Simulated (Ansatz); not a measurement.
SbH⁻, doublet: vertical spin and charge gaps

Geometry (PBE0/def2-TZVPD stationary point for this spin):

```yaml
atoms:
  - { symbol: Sb, position_ang: [0.0000, 0.0000, 0.0000] }
  - { symbol: H, position_ang: [0.0000, 0.0000, 1.7338] }
```

Basis def2-SVPD with its core potentials; Ansatz 0.2.0. Correlated methods freeze the noble-gas cores and the filled d shells of p-block atoms. Prefix R: restricted or restricted open-shell reference. Active spaces: valence = (7e, 5o) chosen from the atoms' valence shells. No spin–orbit coupling is included; scalar relativity enters through the core potentials alone.

Gaps are energies of the second state less the first, at fixed atoms, for a selection of the levels run; each method lands on the state that its own search finds for that charge and spin.

For open shells CISD and CISDTQ are restricted-active-space CI with the open shells as a complete middle space.

PBE gives 0.668 eV for removing an electron, to the triplet. Estimate what full CI gives in def2-SVPD.

Full CI in def2-SVPD gives 0.400 eV, so against it PBE is off by 0.268 eV.

| level | gap (eV) | error (meV) |
| --- | --- | --- |
| CISDTQ | 0.395 | -5 |
| RCCSDT(Q) | 0.400 | 0 |
| NEVPT2 (valence space) | 0.144 | -256 |
| MRCISD (valence space) | 0.306 | -94 |
| MRCISD+Q (valence space) | 0.384 | -16 |
| MRCISD+Q(relaxed) (valence space) | 0.385 | -15 |
| r2SCAN | 0.676 | 276 |
| B2PLYP | 0.587 | 187 |
| RPA-PBE | 0.727 | 327 |

In so small a basis the reference is far from its limit while semilocal and hybrid functionals are nearer theirs (RPA and double hybrids share much of the reference's basis error), so the functionals' errors here hold much of the reference's basis and frozen-core error, which can add to them or hide them.

Full CI is exact within this basis and frozen core; it isn't the basis-set limit.
